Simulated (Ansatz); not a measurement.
Species: CH2Cl, charge 0, multiplicity 2. It need not be the lowest isomer of its formula. 
Geometry from a B3LYP-D3(BJ)/def2-TZVP (Ansatz, a program for electronic structure) optimisation:
```
C
H 1 1.0768
H 1 1.0768 2 124.26
Cl 1 1.6978 2 117.87 3 180.00
```
Charge 0, spin multiplicity 2.

Basis-set convergence of Hartree-Fock and CCSD correlation energies (hartree) with Ansatz. Valence correlation only, unless marked. UHF or UKS for open shells. Spin-orbit coupling is left out. No relativistic terms.

```json
[
 {"basis": "def2-SVPD", "functions": "63", "E(HF)": "-498.31226", "E(corr, CCSD)": "-0.29918"},
 {"basis": "def2-TZVPPD", "functions": "122", "E(HF)": "-498.50980", "E(corr, CCSD)": "-0.37049"},
 {"basis": "def2-QZVPPD", "functions": "208", "E(HF)": "-498.52396", "E(corr, CCSD)": "-0.39528"}
]
```

Extrapolating the two largest sets (X = 3 and 4) as X^-3: E(corr) = (64·(-0.39528) - 27·(-0.37049))/37 = -0.4134 Eh, an estimate of the basis-set limit. The largest set recovers 95.6 % of it, the smallest 72.4 %.
